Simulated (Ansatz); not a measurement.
Input file:

```yaml
crystal:
  periodic: [false, false, false]
  atoms:
    - {symbol: Zr, position_ang: [-0.013508, 0.000000, 0.000000]}
    - {symbol: H, position_ang: [0.611264, 0.000000, -1.824809]}
    - {symbol: H, position_ang: [0.611264, 0.000000, 1.824809]}
basis:
  gaussian: {orbitals: def2-SVP}
correlation: {method: fci, electrons: outside_noble_gas}
```

```sh
$ ansatz run in.yaml --threads 1 --pin off --events-out ev --progress --plain --max-ram 2393MiB
```

Question: Roughly how long does this take on 1 thread of Intel Xeon, shared host, and how much host memory?

Answer: 5.6 min wall and 1.3 GiB.

```
737 factors; integrals over basis functions are off by at most 1.3e-7 eV
mean field evaluation 1: about -1292.0717 eV, gradient 1.7e1 eV
mean field evaluation 2: about -1292.0737 eV, gradient 1.7e1 eV
mean field evaluation 4: about -1293.7032 eV, gradient 1.8e0 eV
mean field evaluation 8: about -1293.7415 eV, gradient 9.0e-3 eV
mean field evaluation 16: about -1292.8753 eV, gradient 4.9e0 eV
mean field evaluation 32: about -1293.2434 eV, gradient 5.0e-6 eV
mean field evaluation 64: about -1293.2243 eV, gradient 2.4e0 eV
mean field evaluation 96: about -1293.2424 eV, gradient 1.8e-1 eV
mean field -1293.74147905 eV, -47.5441224257 hartree, gradient 1.6e-6 eV, S^2 0.000000; 11 other end points of the search recorded, 0 dependent functions left out; unrestricted orbitals would lower it
determinant -1293.74147905 eV, -47.5441224257 hartree, with singles and doubles -1296.77704386 eV, -47.6556773749 hartree
determinant -1293.24338805 eV, -47.5258179190 hartree, with singles and doubles -1295.95502621 eV, -47.6254687835 hartree
determinant -1293.23096048 eV, -47.5253612142 hartree, with singles and doubles -1295.96138630 eV, -47.6257025124 hartree
4 core orbitals not correlated: weight in the atoms' cores, before any rotation towards them, 0.999 or more for the frozen orbitals, at most 0.000 for the correlated occupied ones
reference -1293.74147905 eV, -47.5441224257 hartree; 3, 3 occupied and 34, 34 virtual orbitals, 737 factors
state -1296.96223652 eV, -47.6624830797 hartree
Total energy: -1296.96223652 eV, -47.6624830797 hartree
```

Natural occupations: 1.9469 1.9380 1.4897 0.2310 0.2244 0.0398 0.0299 0.0185 0.0139 0.0134 0.0116 0.0079 0.0066 0.0060 0.0033 0.0031 0.0024 0.0022 0.0017 0.0017 0.0015 0.0012 0.0007 0.0006.
